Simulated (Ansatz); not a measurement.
Geometry optimisation, RKS PBE0-D4/STO-3G (Ansatz).

Input file:

```yaml
crystal:
  periodic: [false, false, false]
  atoms:
    - { symbol: O, position_ang: [-1.31442, -0.79839, 0.3129] }
    - { symbol: S, position_ang: [0.0702, -1.11047, -0.53054] }
    - { symbol: Si, position_ang: [0.89499, 0.77541, -0.11597] }
    - { symbol: H, position_ang: [-1.90952, -1.56162, 0.30321] }
    - { symbol: H, position_ang: [2.20196, 1.06428, -0.67018] }
    - { symbol: H, position_ang: [0.05679, 1.63079, 0.70059] }
total_charge: 1
basis:
  gaussian: { orbitals: STO-3G }
hamiltonian:
  xc: pbe0
  dispersion: d4
relax:
  f_tol: 0.02
  max_steps: 40
scf:
  lower_state_search: "off"
```

Command:

```bash
$ ansatz run input.yaml --threads 1 --pin off --max-ram 2048MiB --backend cpu --events-out ev --progress --plain --runs-dir out
```

Where does it end, and by what steps?

The run converged. Limits of this set-up: minimal basis. After 6 steps the energy has fallen by 0.377 eV; H4 moved furthest, 0.20 Å.

| step | energy less start (eV) | largest force component (eV/Å) | accepted |
| --- | --- | --- | --- |
| 0 | 0.0000 | 3.588 | yes |
| 1 | -0.2886 | 1.375 | yes |
| 2 | -0.3534 | 0.965 | yes |
| 3 | -0.3757 | 0.161 | yes |
| 4 | -0.3769 | 0.048 | yes |
| 5 | -0.3754 | 0.111 | no |
| 6 | -0.3770 | 0.009 | yes |

```xyz
6
Properties=species:S:1:pos:R:3
O -1.439 -0.819 0.381
S 0.058 -1.024 -0.487
Si 0.890 0.794 -0.108
H -1.883 -1.729 0.206
H 2.201 1.010 -0.691
H 0.173 1.768 0.698
```

Whether the end is a true minimum wasn't checked by a vibrational analysis.

Time of the run: 6.2 s on 1 thread of Arm Neoverse V1 (shared host), peak memory 0.11 GiB.
